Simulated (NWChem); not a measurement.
Program: NWChem. System: methane (CH₄), charge 0, spin multiplicity 1, at a geometry optimised with PBE/def2-SVP. Level: MP2/def2-TZVP, 1 core orbitals frozen.

Input file:

```
start mol
memory heap 200 mb stack 800 mb global 1000 mb
geometry units angstroms nocenter noautoz
  C      0.000000     0.000000    -0.000000
  H      0.000000     0.903019     0.638528
  H      0.000000    -0.903019     0.638528
  H     -0.903020     0.000000    -0.638527
  H      0.903020     0.000000    -0.638527
  symmetry group C2v
end
basis spherical
  * library def2-tzvp
end
scf
  rhf
  nopen 0
  maxiter 100
  thresh 1e-7
  semidirect memsize 60000000 filesize 0
end
mp2
  freeze core 1
end
task mp2 energy
```

Part of the output:

```
             Northwest Computational Chemistry Package (NWChem) 7.3.0
             --------------------------------------------------------

                                NWChem Input Module
                                -------------------

 Scaling coordinates for geometry "geometry" by  1.889725989
 (inverse scale =  0.529177249)

 Turning off AUTOSYM since
 SYMMETRY directive was detected!

                             Geometry "geometry" -> ""
                             -------------------------

 Output coordinates in angstroms (scale by  1.889725989 to convert to a.u.)

  No.       Tag          Charge          X              Y              Z
 ---- ---------------- ---------- -------------- -------------- --------------
    1 C                    6.0000     0.00000000     0.00000000     0.00000000
    2 H                    1.0000     0.00000000     0.90301900     0.63852800
    3 H                    1.0000     0.00000000    -0.90301900     0.63852800
    4 H                    1.0000    -0.90302000     0.00000000    -0.63852700
    5 H                    1.0000     0.90302000     0.00000000    -0.63852700

 Effective nuclear repulsion energy (a.u.)      13.2414293000

            Nuclear Dipole moment (a.u.)
            ----------------------------
        X                 Y               Z
 ---------------- ---------------- ----------------
     0.0000000000     0.0000000000     0.0000037795

      Symmetry information
      --------------------

 Group name             C2v
 Group number             16
 Group order               4
 No. of unique centers     3

      Symmetry unique atoms

     1    2    4


 Summary of "ao basis" -> "" (spherical)
 ------------------------------------------------------------------------------
       Tag                 Description            Shells   Functions and Types
 ---------------- ------------------------------  ------  ---------------------
 *                         def2-tzvp                  on all atoms

 Summary of "ao basis" -> "ao basis" (spherical)
 ------------------------------------------------------------------------------
       Tag                 Description            Shells   Functions and Types
 ---------------- ------------------------------  ------  ---------------------
 C                         def2-tzvp                11       31   5s3p2d1f
 H                         def2-tzvp                 4        6   3s1p

                                 NWChem SCF Module
                                 -----------------

  ao basis        = "ao basis"
  functions       =    55
  atoms           =     5
  closed shells   =     5
  open shells     =     0
  charge          =   0.00
  wavefunction    = RHF
  use symmetry    = T
  symmetry adapt  = T

 Summary of "ao basis" -> "ao basis" (spherical)
 ------------------------------------------------------------------------------
       Tag                 Description            Shells   Functions and Types
 ---------------- ------------------------------  ------  ---------------------
 C                         def2-tzvp                11       31   5s3p2d1f
 H                         def2-tzvp                 4        6   3s1p

      Symmetry analysis of basis
      --------------------------

        a1         24
        a2          5
        b1         13
        b2         13

 Forming initial guess at       0.1s

      Superposition of Atomic Density Guess
      -------------------------------------

 Sum of atomic energies:         -39.67056501

      Non-variational initial energy
      ------------------------------

 Total energy =     -40.205532
 1-e energy   =     -77.936828
 2-e energy   =      24.489867
 HOMO         =      -0.513674
 LUMO         =       0.084818

      Symmetry analysis of molecular orbitals - initial
      -------------------------------------------------

  Numbering of irreducible representations:

     1 a1          2 a2          3 b1          4 b2

  Orbital symmetries:

     1 a1          2 a1          3 b1          4 b2          5 a1
     6 a1          7 a1          8 b1          9 b2         10 a1
    11 b2         12 b1         13 a1         14 a1         15 b2

 Starting SCF solution at       0.2s

 ----------------------------------------------
         Quadratically convergent ROHF

 Convergence threshold     :          1.000E-07
 Maximum no. of iterations :          100
 Final Fock-matrix accuracy:          1.000E-09
 ----------------------------------------------

              iter       energy          gnorm     gmax       time
             ----- ------------------- --------- --------- --------
                 1      -40.1994905265  3.96D-01  2.00D-01      0.2
                 2      -40.2105164584  1.15D-01  3.47D-02      0.2
                 3      -40.2117030417  3.78D-03  1.56D-03      0.2
                 4      -40.2117050465  1.38D-05  5.38D-06      0.3
                 5      -40.2117050465  7.56D-09  2.89D-09      0.3

       Final RHF  results
       ------------------

         Total SCF energy =    -40.211705046467
      One-electron energy =    -79.360550665463
      Two-electron energy =     25.907416318973
 Nuclear repulsion energy =     13.241429300023

        Time for solution =      0.1s

       Symmetry analysis of molecular orbitals - final
       -----------------------------------------------

  Numbering of irreducible representations:

     1 a1          2 a2          3 b1          4 b2

  Orbital symmetries:

     1 a1          2 a1          3 b1          4 b2          5 a1
     6 a1          7 a1          8 b1          9 b2         10 a1
    11 b2         12 b1         13 a1         14 a1         15 b2

             Final eigenvalues
             -----------------

              1
    1  -11.2147
    2   -0.9358
    3   -0.5408
    4   -0.5408
    5   -0.5408
    6    0.1482
    7    0.2348
    8    0.2348
    9    0.2348
   10    0.3145
   11    0.3145
   12    0.3145
   13    0.5064
   14    0.6535
   15    0.6535

                       ROHF Final Molecular Orbital Analysis
                       -------------------------------------

 Vector    3  Occ=2.000000D+00  E=-5.407738D-01  Symmetry=b1
              MO Center= -2.2D-17,  5.3D-20, -3.1D-01, r^2= 1.3D+00
   Bfn.  Coefficient  Atom+Function         Bfn.  Coefficient  Atom+Function
  ----- ------------  ---------------      ----- ------------  ---------------
     6      0.305761  1 C  px                 9      0.264814  1 C  px
    45     -0.216074  4 H  s                 51      0.216074  5 H  s

 Vector    4  Occ=2.000000D+00  E=-5.407736D-01  Symmetry=b2
              MO Center=  1.7D-16, -9.1D-12,  3.1D-01, r^2= 1.3D+00
   Bfn.  Coefficient  Atom+Function         Bfn.  Coefficient  Atom+Function
  ----- ------------  ---------------      ----- ------------  ---------------
     7      0.305761  1 C  py                10      0.264814  1 C  py
    33      0.216074  2 H  s                 39     -0.216074  3 H  s

 Vector    5  Occ=2.000000D+00  E=-5.407720D-01  Symmetry=a1
              MO Center= -2.4D-19,  9.8D-12, -8.1D-08, r^2= 1.4D+00
   Bfn.  Coefficient  Atom+Function         Bfn.  Coefficient  Atom+Function
  ----- ------------  ---------------      ----- ------------  ---------------
     8      0.305761  1 C  pz                11      0.264814  1 C  pz
    33      0.152787  2 H  s                 39      0.152787  3 H  s
    45     -0.152787  4 H  s                 51     -0.152787  5 H  s

 Vector    6  Occ=0.000000D+00  E= 1.481816D-01  Symmetry=a1
              MO Center=  1.3D-16,  8.9D-16,  1.3D-06, r^2= 6.1D+00
   Bfn.  Coefficient  Atom+Function         Bfn.  Coefficient  Atom+Function
  ----- ------------  ---------------      ----- ------------  ---------------
     5      5.722080  1 C  s                 34     -1.928017  2 H  s
    40     -1.928017  3 H  s                 46     -1.928015  4 H  s
    52     -1.928015  5 H  s                  4     -0.625805  1 C  s
     3      0.314275  1 C  s                 33      0.212737  2 H  s
    39      0.212737  3 H  s                 45      0.212737  4 H  s

 Vector    7  Occ=0.000000D+00  E= 2.348078D-01  Symmetry=a1
              MO Center=  2.8D-14, -7.7D-14,  1.1D-06, r^2= 5.6D+00
   Bfn.  Coefficient  Atom+Function         Bfn.  Coefficient  Atom+Function
  ----- ------------  ---------------      ----- ------------  ---------------
    14      1.888056  1 C  pz                34     -1.879317  2 H  s
    40     -1.879317  3 H  s                 46      1.879315  4 H  s
    52      1.879315  5 H  s                 33      0.242262  2 H  s
    39      0.242262  3 H  s                 45     -0.242262  4 H  s
    51     -0.242262  5 H  s                  8      0.186129  1 C  pz

 Vector    8  Occ=0.000000D+00  E= 2.348079D-01  Symmetry=b1
              MO Center=  3.4D-15,  8.4D-20, -8.9D-01, r^2= 4.8D+00
   Bfn.  Coefficient  Atom+Function         Bfn.  Coefficient  Atom+Function
  ----- ------------  ---------------      ----- ------------  ---------------
    46      2.657762  4 H  s                 52     -2.657762  5 H  s
    12      1.888062  1 C  px                45     -0.342617  4 H  s
    51      0.342617  5 H  s                  6      0.186129  1 C  px

 center of mass
 --------------
 x =   0.00000000 y =   0.00000000 z =   0.00000024

 moments of inertia (a.u.)
 ------------------
          11.739085945953           0.000000000000           0.000000000000
           0.000000000000          11.739098945850           0.000000000000
           0.000000000000           0.000000000000          11.739160689336

  Mulliken analysis of the total density
  --------------------------------------

    Atom       Charge   Shell Charges
 -----------   ------   -------------------------------------------------------
    1 C    6     6.45   0.85  1.12  0.48  0.68  0.11  1.24  1.46  0.46  0.02  0.03  0.00
    2 H    1     0.89   0.26  0.49  0.12  0.02
    3 H    1     0.89   0.26  0.49  0.12  0.02
    4 H    1     0.89   0.26  0.49  0.12  0.02
    5 H    1     0.89   0.26  0.49  0.12  0.02

       Multipole analysis of the density wrt the origin
       ------------------------------------------------

     L   x y z        total         open         nuclear
     -   - - -        -----         ----         -------
     0   0 0 0     -0.000000      0.000000     10.000000

     1   1 0 0     -0.000000      0.000000      0.000000
     1   0 1 0     -0.000000      0.000000      0.000000
     1   0 0 1      0.000000      0.000000      0.000004

     2   2 0 0     -6.313401      0.000000      5.824014
     2   1 1 0      0.000000      0.000000      0.000000
     2   1 0 1      0.000000      0.000000      0.000000
     2   0 2 0     -6.313405      0.000000      5.824001
     2   0 1 1     -0.000000      0.000000      0.000000
     2   0 0 2     -6.313426      0.000000      5.823940

                   NWChem MP2 Semi-direct Energy/Gradient Module
                   ---------------------------------------------

  Basis functions       =     55
  Molecular orbitals    =     55
  Frozen core           =      1
  Frozen virtuals       =      0
  Active alpha occupied =      4
  Active beta occupied  =      4
  Active alpha virtual  =     50
  Active beta virtual   =     50
  Use MO symmetry       = T
  Use skeleton AO sym   = T

  AO/Fock/Back tols     =   1.0D-09  1.0D-09  1.0D-09

 GA uses MA = F    GA memory limited = T

 Available:
  local mem=  1.15D+08
 global mem=  1.31D+08
 local disk=  0.00D+00
  mp2_memr nvloc                    50
  nvloc new                    50
   1 passes of   4:        4194304                      16167                   1052443.
   1 passes of   4: M    114684510           G      131065950           F     110490206.

 Semi-direct pass number   1 of   1  for RHF alpha+beta  at        0.4s
  vrange nnbf                  1540
  mp2_eaftype                    10  avail_ma_in_mb                   999
 EAF : mp2_eaftype filesize          10     526221.
  mp2_eaf for mointskh                     10
Node 0 wrote      2.5 Mb in      0.0 s     Agg I/O rate:  1552.0 Mb/s
 Done moints_semi at        0.9s
  mp2_eaftype                    10  avail_ma_in_mb                   989
 EAF : mp2_eaftype filesize          10     526221.
  mp2_eaf for kh                    10
 Done maket at        0.9s
 Done multipass loop at        0.9s

          -------------------------------------------
          SCF energy                 -40.211705046467
          Correlation energy          -0.187781494311
          Singlet pairs               -0.134783310985
          Triplet pairs               -0.052998183326
          Total MP2 energy           -40.399486540778
          -------------------------------------------

          ---------------------------------------------------
                    Spin Component Scaled (SCS) MP2
          Same spin pairs                     -0.035332122217
          Same spin scaling factor             0.333333333333
          Opposite spin pairs                 -0.152449372094
          Opposite spin scaling fact.          1.200000000000
          SCS-MP2 correlation energy          -0.194716620585
          Total SCS-MP2 energy               -40.406421667052
          ---------------------------------------------------

 -----------------------
 Performance information
 -----------------------

 Timer overhead =  2.14D-07 seconds/call

               Nr. of calls         CPU time (s)                 Wall time (s)                GFlops
             ---------------    -------------------     ------------------------------   -------------------
Name         Min   Avg   Max    Min     Avg     Max     Min     Avg     Max   Mx/calls   Min     Max     Sum
mp2: moin     1     1     1   0.52    0.52    0.52     0.52    0.52    0.52    0.52      0.0     0.0     0.0
mp2: make     1     1     1   2.33E-2 2.33E-2 2.33E-2  2.33E-2 2.33E-2 2.33E-2 2.33E-2   0.0     0.0     0.0
mp2: tota     1     1     1   0.59    0.59    0.59     0.59    0.59    0.59    0.59      0.0     0.0     0.0

 The average no. of pstat calls per process was 3.00D+00
 with a timing overhead of 6.43D-07s

 Task  times  cpu:        0.9s     wall:        0.9s

 Total times  cpu:        0.9s     wall:        0.9s
```
